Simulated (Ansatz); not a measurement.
# SiH₂ (triplet): HSE06, B2PLYP, RPA-PBE over a scan of the scale of all distances, cc-pVDZ

Aim: run SiH₂ (triplet) with these functionals over a scan of the scale of all distances, and hold them against the top wave-function level at the same points.

Method: cc-pVDZ, all electrons in the functionals, frozen cores in the correlation of double hybrids and RPA; program: Ansatz 0.2.0, Gaussian basis.

To be run: HSE06, B2PLYP, RPA-PBE, at 0.888; 1.000; 1.127; 1.275; 1.483; 1.758; 1.974; 2.408.

17 further runs of the same task are left out: 10 that didn't finish, 7 set aside as unsound or not needed.

## Step 1: The system

The geometry derives from a PBE0/def2-TZVP stationary point (not a proven minimum). All distances are scaled together.

3 atoms, charge 0, spin multiplicity 3.

Atoms are counted from 1 here; the program's logs count them from 0.

Bond lengths: Si1–H2 1.486 Å, Si1–H3 1.486 Å. Angles: H2–Si1–H3 118.7°.

No dispersion term is added. HSE06 is the plane-wave form.

The geometry shown and the zero of energy belong to the point 1.000. The yardstick, FCI, and other wave-function levels (R restricted, U unrestricted, valence and pair active spaces) come from earlier runs.

## Step 2: HSE06, 0.888

Input file in.yaml:

```yaml
crystal:
  periodic: [false, false, false]
  atoms:
    - {symbol: Si, position_ang: [0.000000, -0.045057, 0.000000]}
    - {symbol: H, position_ang: [0.000000, 0.627739, -1.135196]}
    - {symbol: H, position_ang: [0.000000, 0.627738, 1.135196]}
basis:
  gaussian: {orbitals: cc-pVDZ}
magnetization: {spin_polarized: true, initial_magnetization: 2}
hamiltonian: {xc: {name: HSE06}}
```

Command:

```console
> ansatz run in.yaml --threads 1 --pin off --events-out ev --progress --plain --max-ram 2393MiB
```

The runs that follow: HSE06, 1.000; HSE06, 1.127; HSE06, 1.275; HSE06, 1.483; HSE06, 1.758; HSE06, 1.974; HSE06, 2.408; B2PLYP, 0.888; B2PLYP, 1.000; B2PLYP, 1.127; B2PLYP, 1.275; B2PLYP, 1.483; B2PLYP, 1.758; B2PLYP, 1.974; B2PLYP, 2.408; RPA-PBE, 0.888; RPA-PBE, 1.000; RPA-PBE, 1.127; RPA-PBE, 1.275; RPA-PBE, 1.483; RPA-PBE, 1.758; RPA-PBE, 1.974; RPA-PBE, 2.408.

Q: Predict the results of all the runs planned. Wanted: span of the FCI curve; largest miss, HSE06; largest miss, B2PLYP; largest miss, RPA-PBE.

As calculated:

| quantity | value |
| --- | --- |
| span of the FCI curve | 119.9 kcal/mol |
| largest miss, HSE06 | +9.2 kcal/mol (1.974) |
| largest miss, B2PLYP | +7.3 kcal/mol (1.758) |
| largest miss, RPA-PBE | +3.6 kcal/mol (1.974) |

In words: Of the functionals, RPA-PBE keep the smallest largest miss at the points compared (at most 3.6 kcal/mol) and HSE06 strays most (9.2 kcal/mol, at 1.974). HSE06, B2PLYP, RPA-PBE clearly break the spin symmetry at some points (⟨S²⟩ up to 0.96 above the pure value), so energy there is bought with a mixed spin. Functionals and the yardstick converge differently with the basis, so part of each miss in cc-pVDZ is the basis.
